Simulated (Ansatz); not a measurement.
**Solid bromine**

Calculation: LDA+SOC (Ansatz, an electronic-structure program, plane waves, PAW).

Run with plane-wave cutoff 520 eV, 10×10×4 k mesh (along the axes of the cell as run), Fermi–Dirac smearing 0.01 eV, PAW data made under PBE.

Cell: measured lattice: a = 6.743 Å, b = 4.668 Å, c = 8.700 Å, α = β = γ = 90.00°.

| Quantity | Value |
|---|---|
| band gap | 1.35 eV (direct) |

Note: cell and atoms aren't relaxed at this level (largest force component 0.05 eV/Å, pressure -2.4 GPa).

Computed values are for the static lattice.

The result took around 6 core-minutes (rough).
